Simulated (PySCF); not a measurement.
tetrafluoroethylene anion (C2F4), SMILES FC(F)=C(F)F (connectivity only; charge and spin as stated), charge -1, multiplicity 2.

The structure is a stationary point at ωB97X-D3(BJ)/def2-SVPD. The multiplicity is an assumed one; other spin states were not compared.

Two levels are set side by side: PBE/def2-SVPD (PySCF) and B3LYP/def2-SVPD (PySCF). Same geometry, gas phase. Differences are taken from unrounded values.

| quantity | B3LYP |
|---|---|
| α-spin orbital gap (eV) | 4.92 |
| β-spin orbital gap (eV) | 3.77 |
| mean polarisability (bohr³) | 48.6 |

Q: What does PBE give, and how far is it from B3LYP? (The exact figures need the calculation; the answer reports its results.)

A: 
```json
[
 {"quantity": "α-spin orbital gap (eV)", "PBE": "3.36", "PBE minus B3LYP": "-1.56"},
 {"quantity": "β-spin orbital gap (eV)", "PBE": "2.28", "PBE minus B3LYP": "-1.49"},
 {"quantity": "mean polarisability (bohr³)", "PBE": "53.2", "PBE minus B3LYP": "4.5"}
]
```

PBE's more diffuse valence density responds more strongly to a field. Differences between two approximate levels are no errors against the true value.

Rough cost on one machine, each run with all the roots and properties that it gave: B3LYP against PBE within a factor of 2.
